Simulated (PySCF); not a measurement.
Compound: CH7Si2 (doublet state).
Z-matrix (Å and degrees, GFN2-xTB geometry), rows numbered from 1:
```
Si
C   1  1.8963
Si  2  1.9037  1  114.59
H   1  1.4591  2  113.14  3   -64.68
H   1  1.4590  2  113.26  3    64.94
H   2  1.0910  1  109.21  3   122.25
H   2  1.0910  1  109.23  3  -122.20
H   3  1.4645  2  109.35  1    59.76
H   3  1.4643  2  109.27  1   -60.28
H   3  1.4652  2  110.14  1   179.83
```

The hyperfine couplings belong to this conformer and change with its torsions.

As a line formula: `[SiH2]C[SiH3]` [radical].

Computed, not measured: UKS B3LYP, pcH-1 on C H Si, non-relativistic, mean-field spin-orbit, GIAO (PySCF 2.14.0). Geometry: GFN2-xTB, one conformer, isolated molecule. The geometry wasn't refined by DFT: couplings that depend on bond lengths, twists or pyramidal angles can differ widely from those at the functional's own minimum, by a factor of two or more for some ions and for spin on atoms past the first row. The SCF solution wasn't tested for stability.

(1) Match the computed a_iso(29Si) values -431.6, -65.1 MHz with the sites Si1; Si3.

## Answers

(1) 
```csv
site,a_iso (MHz),ρ(0) (bohr⁻³),position,distance from Si1 (Å),spin population,largest |T| (MHz)
Si1,-431.6,+0.4868,largest spin population,0.00,+0.98,172.5
Si3,-65.1,+0.0733,2 bonds from Si1,3.20,+0.02,8.6
```

ρ(0) is the spin density at the nucleus and T the dipolar tensor; a_iso includes a spin–orbit part; entries for several nuclei are means. The largest Mulliken spin population is on Si1 (+0.98). The angles at Si1 add up to 338.9°, so it is pyramidal.

Means are taken over nuclei equivalent by connectivity, which assumes that they swap fast. The three 1H nuclei of mean +8.1 MHz run from -1.2 to 26.7 MHz in the frozen geometry.
